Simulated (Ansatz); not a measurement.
Born–Oppenheimer molecular dynamics of CH$_{8}$AlN (11 atoms, charge 0, multiplicity 1). It starts at the highest image of a converged band, a first-order saddle point between two minima.

All numbers below come from RKS B3LYP-D4/def2-SVP in Ansatz 0.2.0.

```
ensemble                      : NVE (velocity Verlet)
time step                     : 0.5 fs
steps asked                   : 200
starting velocities drawn for : 300 K
seed                          : 7311
```

Frames 1 fs apart, positions in Å.

Velocities at 25 fs (Å/ps):

```
Al 0.22 -6.26 -5.45
C -0.84 9.61 22.24
H 3.84 51.02 7.95
H -22.80 55.87 30.05
H 20.08 -2.59 7.82
H 0.60 -15.88 -7.59
H -21.34 -3.79 19.84
N 1.31 -1.60 -13.23
H 8.48 -3.96 -6.49
H -2.74 -1.79 -20.98
H -0.33 -3.49 34.15
```

```xyz
11
Properties=species:S:1:pos:R:3 time_fs=25 energy_less_start_eV=-0.798 T=986
Al -0.033 -0.544 0.037
C -0.121 0.175 2.626
H -1.144 0.598 2.773
H 0.435 0.316 3.587
H 0.367 0.851 1.848
H 1.431 0.050 -0.142
H -1.327 0.331 -0.169
N -0.137 -2.239 0.535
H -0.989 -2.632 0.914
H 0.520 -2.984 0.312
H -0.113 -0.994 2.314
11
Properties=species:S:1:pos:R:3 time_fs=26 energy_less_start_eV=-0.792 T=981
Al -0.032 -0.551 0.031
C -0.122 0.184 2.648
H -1.138 0.646 2.780
H 0.412 0.371 3.614
H 0.386 0.844 1.860
H 1.431 0.034 -0.151
H -1.349 0.327 -0.150
N -0.136 -2.241 0.521
H -0.982 -2.638 0.907
H 0.517 -2.986 0.292
H -0.113 -0.985 2.352
11
Properties=species:S:1:pos:R:3 time_fs=27 energy_less_start_eV=-0.862 T=1041
Al -0.032 -0.556 0.026
C -0.122 0.193 2.670
H -1.128 0.687 2.786
H 0.389 0.422 3.636
H 0.402 0.829 1.879
H 1.431 0.017 -0.163
H -1.370 0.322 -0.132
N -0.135 -2.244 0.508
H -0.977 -2.645 0.900
H 0.515 -2.986 0.273
H -0.115 -0.949 2.398
11
Properties=species:S:1:pos:R:3 time_fs=28 energy_less_start_eV=-0.949 T=1114
Al -0.032 -0.562 0.020
C -0.123 0.202 2.692
H -1.114 0.719 2.789
H 0.366 0.469 3.652
H 0.415 0.807 1.906
H 1.431 0.001 -0.178
H -1.388 0.314 -0.114
N -0.133 -2.247 0.494
H -0.974 -2.654 0.892
H 0.513 -2.988 0.254
H -0.118 -0.894 2.450
11
Properties=species:S:1:pos:R:3 time_fs=29 energy_less_start_eV=-0.956 T=1119
Al -0.031 -0.567 0.015
C -0.124 0.213 2.713
H -1.099 0.742 2.789
H 0.345 0.510 3.666
H 0.427 0.779 1.938
H 1.431 -0.015 -0.196
H -1.403 0.304 -0.097
N -0.132 -2.250 0.481
H -0.972 -2.665 0.882
H 0.514 -2.989 0.236
H -0.124 -0.831 2.506
11
Properties=species:S:1:pos:R:3 time_fs=30 energy_less_start_eV=-0.865 T=1044
Al -0.031 -0.572 0.009
C -0.126 0.226 2.736
H -1.084 0.757 2.786
H 0.329 0.546 3.679
H 0.441 0.750 1.970
H 1.431 -0.030 -0.217
H -1.412 0.291 -0.080
N -0.132 -2.254 0.468
H -0.970 -2.675 0.871
H 0.517 -2.991 0.220
H -0.131 -0.778 2.564
11
Properties=species:S:1:pos:R:3 time_fs=31 energy_less_start_eV=-0.837 T=1021
Al -0.031 -0.576 0.004
C -0.127 0.242 2.759
H -1.073 0.767 2.780
H 0.317 0.577 3.695
H 0.458 0.723 1.998
H 1.432 -0.044 -0.241
H -1.417 0.276 -0.064
N -0.131 -2.259 0.454
H -0.967 -2.686 0.858
H 0.522 -2.994 0.204
H -0.142 -0.756 2.621
11
Properties=species:S:1:pos:R:3 time_fs=32 energy_less_start_eV=-0.961 T=1125
Al -0.031 -0.580 -0.002
C -0.128 0.261 2.783
H -1.071 0.773 2.770
H 0.310 0.604 3.715
H 0.482 0.699 2.019
H 1.433 -0.057 -0.268
H -1.416 0.258 -0.049
N -0.131 -2.265 0.441
H -0.963 -2.696 0.843
H 0.528 -2.997 0.189
H -0.156 -0.769 2.675
11
Properties=species:S:1:pos:R:3 time_fs=33 energy_less_start_eV=-1.086 T=1231
Al -0.032 -0.584 -0.007
C -0.129 0.282 2.808
H -1.079 0.780 2.758
H 0.308 0.627 3.740
H 0.513 0.680 2.032
H 1.433 -0.068 -0.296
H -1.412 0.239 -0.035
N -0.131 -2.271 0.428
H -0.958 -2.706 0.826
H 0.536 -2.998 0.176
H -0.172 -0.805 2.730
11
Properties=species:S:1:pos:R:3 time_fs=34 energy_less_start_eV=-1.102 T=1245
Al -0.032 -0.587 -0.013
C -0.130 0.304 2.832
H -1.096 0.786 2.743
H 0.310 0.648 3.770
H 0.547 0.663 2.040
H 1.434 -0.077 -0.327
H -1.404 0.219 -0.022
N -0.132 -2.278 0.415
H -0.955 -2.717 0.808
H 0.543 -2.999 0.165
H -0.191 -0.842 2.787
11
Properties=species:S:1:pos:R:3 time_fs=35 energy_less_start_eV=-1.035 T=1189
Al -0.032 -0.590 -0.019
C -0.130 0.325 2.857
H -1.118 0.792 2.725
H 0.314 0.668 3.803
H 0.581 0.647 2.046
H 1.433 -0.085 -0.359
H -1.394 0.199 -0.009
N -0.132 -2.286 0.402
H -0.953 -2.728 0.790
H 0.551 -2.998 0.156
H -0.209 -0.865 2.845
11
Properties=species:S:1:pos:R:3 time_fs=36 energy_less_start_eV=-0.963 T=1128
Al -0.033 -0.593 -0.024
C -0.130 0.344 2.882
H -1.139 0.797 2.707
H 0.318 0.686 3.837
H 0.610 0.629 2.057
H 1.432 -0.091 -0.393
H -1.384 0.181 0.002
N -0.132 -2.295 0.389
H -0.954 -2.742 0.772
H 0.560 -2.998 0.148
H -0.227 -0.865 2.905
```

Of the whole run (100 fs, mean temperature of the second half 1146 K): The conserved energy stayed within 0.29 meV per atom of its start (net change -0.096 meV per atom), so the integration is sound. The kinetic energy rose, since the run started high on the potential surface and went downhill. It ends in pieces (AlH4N + CH4), so much of that is their flight and rotation, not heat. A run of 0.1 ps of so small a system gives no equilibrium averages. The orbitals stay closed-shell, which can raise the energy where a bond breaks towards radicals; this wasn't checked here.

The run took 4.8 min on 2 threads of Arm Neoverse V1, on a shared host, peak memory 0.16 GiB.
